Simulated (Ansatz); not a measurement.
**CH₆BN (SMILES BCN): functionals against CCSD(T) at one geometry**

How do the functionals fare away from a minimum? The structure is a structure displaced at random from a GFN2-xTB minimum.

Method: single points in def2-TZVPP; program: Ansatz 0.2.0, Gaussian basis.

Cores are frozen in the correlated methods.

### 1 Where the work starts

SMILES `BCN`, 9 atoms, charge 0, spin multiplicity 1.

Atoms are counted from 1 here; the program's logs count them from 0.

Bond lengths: B1–C2 1.575 Å, B1–H4 1.142 Å, B1–H5 1.188 Å, C2–N3 1.473 Å, C2–H6 1.096 Å, C2–H7 1.094 Å, N3–H8 0.975 Å, N3–H9 1.023 Å. Angles: C2–B1–H4 120.0°, C2–B1–H5 119.4°, H4–B1–H5 120.6°, B1–C2–N3 117.4°, B1–C2–H6 103.7°, B1–C2–H7 110.7°, N3–C2–H6 113.7°, N3–C2–H7 106.3°, H6–C2–H7 104.3°, C2–N3–H8 109.4°, C2–N3–H9 111.0°, H8–N3–H9 110.4°.

As a file:

```xyz
9

B     0.4035    1.2626   -0.1300
C     0.2714   -0.3016   -0.2522
N    -0.5712   -0.9908    0.7398
H     1.1664    1.8223   -0.7692
H    -0.3197    1.8535    0.6043
H    -0.0515   -0.4551   -1.2887
H     1.2555   -0.7776   -0.2017
H    -0.7100   -1.9146    0.4607
H    -1.4689   -0.5141    0.8513
```

### 2 CCSD(T)/def2-TZVPP

run/in.yaml

```yaml
crystal:
  periodic: [false, false, false]
  atoms:
    - {symbol: B, position_ang: [0.403500, 1.262600, -0.130000]}
    - {symbol: C, position_ang: [0.271400, -0.301600, -0.252200]}
    - {symbol: N, position_ang: [-0.571200, -0.990800, 0.739800]}
    - {symbol: H, position_ang: [1.166400, 1.822300, -0.769200]}
    - {symbol: H, position_ang: [-0.319700, 1.853500, 0.604300]}
    - {symbol: H, position_ang: [-0.051500, -0.455100, -1.288700]}
    - {symbol: H, position_ang: [1.255500, -0.777600, -0.201700]}
    - {symbol: H, position_ang: [-0.710000, -1.914600, 0.460700]}
    - {symbol: H, position_ang: [-1.468900, -0.514100, 0.851300]}
basis:
  gaussian: {orbitals: def2-TZVPP}
correlation: {method: ccsd_t}
output: {forces: true}
```

No record of the launch command was kept for these runs.

### 3 PBE0-D4/def2-TZVPP

run/in.yaml: that of step 2 with these lines changed.

```diff
@@ -14,3 +14,3 @@
   gaussian: {orbitals: def2-TZVPP}
-correlation: {method: ccsd_t}
-output: {forces: true}
+hamiltonian: {xc: pbe0, dispersion: d4}
+output: {forces: true, orbitals: {seedname: orbitals}}
```

### 4 wB97M-V/def2-TZVPP

run/in.yaml: that of step 3 with these lines changed.

```diff
@@ -14,3 +14,3 @@
   gaussian: {orbitals: def2-TZVPP}
-hamiltonian: {xc: pbe0, dispersion: d4}
-output: {forces: true, orbitals: {seedname: orbitals}}
+hamiltonian: {xc: {name: wB97M-V}}
+output: {forces: true}
```

### 5 r2SCAN-D4/def2-TZVPP

run/in.yaml: that of step 4 with these lines changed.

```diff
@@ -14,3 +14,3 @@
   gaussian: {orbitals: def2-TZVPP}
-hamiltonian: {xc: {name: wB97M-V}}
+hamiltonian: {xc: r2scan, dispersion: d4}
 output: {forces: true}
```

### 6 PBE-D4/def2-TZVPP

run/in.yaml: that of step 5 with these lines changed.

```diff
@@ -14,3 +14,3 @@
   gaussian: {orbitals: def2-TZVPP}
-hamiltonian: {xc: r2scan, dispersion: d4}
+hamiltonian: {xc: pbe, dispersion: d4}
 output: {forces: true}
```

### 7 CAM-B3LYP-D4/def2-TZVPP

run/in.yaml: that of step 6 with these lines changed.

```diff
@@ -14,3 +14,3 @@
   gaussian: {orbitals: def2-TZVPP}
-hamiltonian: {xc: pbe, dispersion: d4}
+hamiltonian: {xc: {name: CAM-B3LYP}, dispersion: d4}
 output: {forces: true}
```

### 8 r2SCANh-D4/def2-TZVPP

run/in.yaml: that of step 7 with these lines changed.

```diff
@@ -14,3 +14,3 @@
   gaussian: {orbitals: def2-TZVPP}
-hamiltonian: {xc: {name: CAM-B3LYP}, dispersion: d4}
+hamiltonian: {xc: {name: r2SCANh}, dispersion: d4}
 output: {forces: true}
```

(Steps that only read results are left out.)

**Question.** What will these runs give? Wanted: energy less free atoms, CCSD(T)/def2-TZVPP; RMS force component; RMS force error; HOMO and LUMO, PBE0-D4; T1 diagnostic.

The runs gave:

```
                                  quantity                                                                                                   value
energy less free atoms, CCSD(T)/def2-TZVPP                                                                                          -3051.9 kJ/mol
                       RMS force component                                                                    0.724 to 0.828 eV/Å over the methods
                           RMS force error  PBE0-D4 0.144, wB97M-V 0.086, r2SCAN-D4 0.121, PBE-D4 0.213, CAM-B3LYP-D4 0.120, r2SCANh-D4 0.120 eV/Å
                    HOMO and LUMO, PBE0-D4                                                                                      -6.80 and -1.32 eV
                             T1 diagnostic                                                                                                   0.009
```

In words: Against CCSD(T) the functionals' energies less atoms differ by -139.1 to -72.2 kJ/mol, PBE-D4 by -139.1 kJ/mol. CCSD(T) in triple zeta still lacks some correlation energy of the bonds, so part of these gaps is its own basis error and they don't rank the functionals. For forces wB97M-V does best and PBE-D4 worst. Frozen-core CCSD(T) forces in triple zeta carry basis errors of their own, and this is one geometry, so small gaps rank nothing.
